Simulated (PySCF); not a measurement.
## HBO + H₂O → BH₃ + O₂

Level: PBE0 in the def2-TZVP basis family, all electrons, no relativity, computed in PySCF with density fitting; open shells unrestricted.

```csv
species,state and structure,E (Eh),ZPE (kJ/mol),H(298 K) − H(0) (kJ/mol),S° (J/(mol K))
HBO,"singlet, C∞v, B–H 1.173 Å, B–O 1.198 Å; H–B–O 180.0°",-100.62873,37.8,9.1,202.7
H₂O,"singlet, C2v, O–H 0.960 Å (×2); H–O–H 105.1°",-76.37736,56.5,9.9,188.7
BH₃,"singlet, D3h, B–H 1.193 Å (×3)",-26.56583,68.6,10.1,188.4
O₂,"triplet, D∞h, O–O 1.193 Å",-150.23561,10.3,8.7,204.9
```

(1) What is the electronic reaction energy?

(2) Add zero-point, thermal and entropy terms for 298.15 K and 1 bar.

Answers

(1) At PBE0/def2-TZVP, ΔE = 537.3 kJ/mol from the differences of the total energies times 2625.5, uphill. 

(2) ΔZPE = -15.4 and Δ[H(298) − H(0)] = -0.2 kJ/mol give ΔH° = 521.7 kJ/mol. ΔS° = 1.9 J/(mol K), so ΔG° = 521.7 − 298.15 × (0.0019) = 521 kJ/mol.

Only the bonding shown was studied: isomers, or loss of a ligand pair, can lie lower.
